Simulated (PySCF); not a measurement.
Species: cyclopentanone, C5H8O.
SMILES with atom numbers: `[O:1]=[C:2]1[CH2:3][CH2:4][CH2:5][CH2:6]1` (hydrogens: H7, H8 on C3; H9, H10 on C4; H11, H12 on C5; H13, H14 on C6)

The same species was optimised twice, with GFN2-xTB and with PBE0-D3(BJ)/def2-SVP (PySCF), and the same property calculations (PySCF, gas phase) were run on both structures.

```json
{"coordinate": "C2–C6 (Å)", "GFN2-xTB": "1.515", "PBE0-D3(BJ)/def2-SVP": "1.524", "change": "+0.009"}
{"coordinate": "C2–C3 (Å)", "GFN2-xTB": "1.515", "PBE0-D3(BJ)/def2-SVP": "1.524", "change": "+0.009"}
{"coordinate": "C4–C5 (Å)", "GFN2-xTB": "1.531", "PBE0-D3(BJ)/def2-SVP": "1.535", "change": "+0.004"}
{"coordinate": "O1=C2 (Å)", "GFN2-xTB": "1.201", "PBE0-D3(BJ)/def2-SVP": "1.202", "change": "+0.001"}
{"coordinate": "C3–C4 (Å)", "GFN2-xTB": "1.526", "PBE0-D3(BJ)/def2-SVP": "1.526", "change": "0.000"}
{"coordinate": "C5–C6 (Å)", "GFN2-xTB": "1.526", "PBE0-D3(BJ)/def2-SVP": "1.526", "change": "0.000"}
{"coordinate": "C3–C4–C5 (°)", "GFN2-xTB": "103.7", "PBE0-D3(BJ)/def2-SVP": "103.9", "change": "+0.2"}
{"coordinate": "C2–C3–C4 (°)", "GFN2-xTB": "105.2", "PBE0-D3(BJ)/def2-SVP": "105.0", "change": "-0.2"}
{"coordinate": "C2–C6–C5 (°)", "GFN2-xTB": "105.1", "PBE0-D3(BJ)/def2-SVP": "104.9", "change": "-0.2"}
{"coordinate": "C4–C5–C6 (°)", "GFN2-xTB": "103.7", "PBE0-D3(BJ)/def2-SVP": "103.8", "change": "+0.1"}
{"coordinate": "O1–C2–C6 (°)", "GFN2-xTB": "126.0", "PBE0-D3(BJ)/def2-SVP": "126.0", "change": "0.0"}
{"coordinate": "O1–C2–C3 (°)", "GFN2-xTB": "125.9", "PBE0-D3(BJ)/def2-SVP": "125.9", "change": "0.0"}
{"coordinate": "C3–C2–C6 (°)", "GFN2-xTB": "108.1", "PBE0-D3(BJ)/def2-SVP": "108.1", "change": "0.0"}
```

Rotational constants: A = 6748, B = 3380, C = 2436 MHz (GFN2-xTB) against A = 6675, B = 3366, C = 2421 MHz (PBE0-D3(BJ)/def2-SVP). Point groups within 0.08 Å: C2 and C2. Atoms that the bonding makes alike are paired by their places after alignment.

On the GFN2-xTB structure: HOMO (eV) -7.01 [PBE0/pcSseg-1]; LUMO (eV) -0.45 [PBE0/pcSseg-1]; dipole (D) 3.06 [PBE0/pcSseg-1]; GIAO shielding of O1 (ppm) -329.1 [PBE0/pcSseg-1]; GIAO shielding of C2 (ppm) -35.6 [PBE0/pcSseg-1]; GIAO shielding of C3/C6 (mean) (ppm) 146.3 [PBE0/pcSseg-1]; GIAO shielding of C4/C5 (mean) (ppm) 160.4 [PBE0/pcSseg-1].

Q: What do these properties become on the PBE0-D3(BJ)/def2-SVP structure?

A: 
```tsv
property	level	on GFN2-xTB	on PBE0-D3(BJ)/def2-SVP	change
HOMO (eV)	PBE0/pcSseg-1	-7.01	-7.01	0.00
LUMO (eV)	PBE0/pcSseg-1	-0.45	-0.45	0.00
dipole (D)	PBE0/pcSseg-1	3.06	3.04	-0.02
energy, GFN2-xTB geometry as zero (kcal/mol)	PBE0/pcSseg-1	0.0	-0.3	-0.3
GIAO shielding of O1 (ppm)	PBE0/pcSseg-1	-329.1	-326.1	+3.0
GIAO shielding of C2 (ppm)	PBE0/pcSseg-1	-35.6	-35.8	-0.2
GIAO shielding of C3/C6 (mean) (ppm)	PBE0/pcSseg-1	146.3	144.5	-1.8
GIAO shielding of C4/C5 (mean) (ppm)	PBE0/pcSseg-1	160.4	158.7	-1.7
```

The heavy atoms differ by 0.005 Å rms after alignment. Among bonds between heavy atoms C2–C3 and C2–C6 change most and about equally (+0.009 Å). Changes are differences of the printed values. Neither structure is proved a minimum here.
